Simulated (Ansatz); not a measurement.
Ansatz (a program for electronic structure) input (CCSD(T)/cc-pwCVTZ): A basis named .json is the Basis Set Exchange file of that set (core-valence sets with the plain set on hydrogen).

Ansatz 0.2 input:
```yaml
crystal:
  periodic: [false, false, false]
  atoms:
    - {symbol: Si, position_ang: [-0.00208985, 0.00098185, 0.08026338]}
    - {symbol: H, position_ang: [0.00076796, 1.40657062, -0.39205880]}
    - {symbol: H, position_ang: [1.23601882, -0.70198617, -0.33410250]}
    - {symbol: H, position_ang: [-1.20752894, -0.71833034, -0.39752608]}
basis:
  gaussian:
    orbitals: cc-pwCVTZ.json
magnetization: {spin_polarized: true, initial_magnetization: 1}
correlation: {method: ccsd_t, frozen_orbitals: {H: 0, Si: 1}}
```

Output:

```
Functional definition: HF
integrals: 0.18 GiB planned
565 factors; integrals over basis functions are off by at most 8.5e-4 eV
mean field: 0.18 GiB planned
mean field evaluation 1: about -7908.0552 eV, gradient 7.4e0 eV
mean field evaluation 2: about -7908.0556 eV, gradient 7.4e0 eV
mean field evaluation 4: about -7908.7926 eV, gradient 7.1e-1 eV
mean field evaluation 8: about -7908.8031 eV, gradient 1.9e-3 eV
mean field evaluation 16: about -7908.8002 eV, gradient 2.7e-1 eV
mean field -7908.80306466 eV, -290.6431518469 hartree, gradient 1.8e-6 eV, S^2 0.754938; 0 other end points of the search recorded, 0 dependent functions left out
1 core orbitals not correlated
reference -7908.80306466 eV, -290.6431518469 hartree; 8, 7 occupied and 92, 93 virtual orbitals, 565 factors
second order -10.10729979 eV of doubles, -0.00000000 eV of singles
coupled cluster: 0.51 GiB planned
cycle   1  -10.63205976 eV  change   -5.2e-1 eV  update   5.6e-2
cycle   2  -10.85847383 eV  change   -2.3e-1 eV  update   2.0e-2
cycle   3  -10.86265131 eV  change   -4.2e-3 eV  update   6.5e-3
cycle   4  -10.86068318 eV  change    2.0e-3 eV  update   2.4e-3
cycle   5  -10.86108016 eV  change   -4.0e-4 eV  update   8.1e-4
cycle   6  -10.86095146 eV  change    1.3e-4 eV  update   2.7e-4
cycle   7  -10.86102811 eV  change   -7.7e-5 eV  update   9.6e-5
cycle   8  -10.86105893 eV  change   -3.1e-5 eV  update   2.7e-5
cycle   9  -10.86104496 eV  change    1.4e-5 eV  update   8.0e-6
perturbative correction -0.16474928 eV, -0.0060544243 hartree
Total energy: -7919.82885890 eV, -291.0483423117 hartree
```
